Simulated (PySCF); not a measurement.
J couplings in C₅H₉N

Molfile (atoms numbered from 1):
```
C5H9N
     RDKit          3D

 15 14  0  0  0  0  0  0  0  0999 V2000
    0.1353   -2.4778    1.2781 C   0  0  0  0  0  0  0  0  0  0  0  0
    0.0783   -1.4361    0.7423 N   0  0  0  0  0  0  0  0  0  0  0  0
    0.0089   -0.1652    0.0858 C   0  0  0  0  0  0  0  0  0  0  0  0
   -0.6574    0.8288    1.0395 C   0  0  0  0  0  0  0  0  0  0  0  0
    1.4348    0.2767   -0.2500 C   0  0  0  0  0  0  0  0  0  0  0  0
   -0.8199   -0.3301   -1.1899 C   0  0  0  0  0  0  0  0  0  0  0  0
   -0.7228    1.8178    0.5628 H   0  0  0  0  0  0  0  0  0  0  0  0
   -1.6729    0.4965    1.2986 H   0  0  0  0  0  0  0  0  0  0  0  0
   -0.0766    0.9247    1.9681 H   0  0  0  0  0  0  0  0  0  0  0  0
    1.4139    1.2527   -0.7564 H   0  0  0  0  0  0  0  0  0  0  0  0
    2.0385    0.3688    0.6643 H   0  0  0  0  0  0  0  0  0  0  0  0
    1.9204   -0.4527   -0.9141 H   0  0  0  0  0  0  0  0  0  0  0  0
   -0.8905    0.6341   -1.7143 H   0  0  0  0  0  0  0  0  0  0  0  0
   -0.3536   -1.0628   -1.8640 H   0  0  0  0  0  0  0  0  0  0  0  0
   -1.8361   -0.6751   -0.9514 H   0  0  0  0  0  0  0  0  0  0  0  0
  1  2  3  0
  2  3  1  0
  3  4  1  0
  3  5  1  0
  3  6  1  0
  4  7  1  0
  4  8  1  0
  4  9  1  0
  5 10  1  0
  5 11  1  0
  5 12  1  0
  6 13  1  0
  6 14  1  0
  6 15  1  0
M  CHG  2   1  -1   2   1
M  END
```

Couplings: B3LYP/pcJ-1 (spin–dipole term only in couplings to heteroatoms) in PySCF 2.14.0 with density-fitted response routines, geometry PBE0-D3(BJ)/def2-SVP; gas phase, one conformer, non-relativistic. Couplings are averaged over pairs made equivalent by symmetry, fast rotation or ring inversion, so a value needn't be that of the named pair in this geometry, while other rotamers aren't included; one pair stands for each set, and the list holds those of at least 0.8 Hz over up to four bonds.

Isotopes: $^{13}$C, $^{1}$H, $^{15}$N.

| pair | bonds | J (Hz) |
| --- | --- | --- |
| C1, N2 | 1 | -7.4 |
| N2, C3 | 1 | -11.3 |
| C3, C4 | 1 | 38.4 |
| C4, H7 | 1 | 135.7 |
| C1, C3 | 2 | -9.2 |
| C3, H7 | 2 | ? |
| C4, C5 | 2 | 1.7 |
| H7, H8 | 2 | -13.6 |
| C1, C4 | 3 | ? |
| N2, H7 | 3 | -2.8 |
| C4, H10 | 3 | ? |

Question: Estimate the withheld couplings, with signs.

Answer: 
- $^{2}J$(C3,H7) = -3.3 Hz (mean over equivalent pairs that range from -4.5 to -0.9 Hz in this conformer)
- $^{3}J$(C1,C4) = 1.0 Hz
- $^{3}J$(C4,H10) = 4.6 Hz (mean over equivalent pairs that range from 1.7 to 9.3 Hz in this conformer)
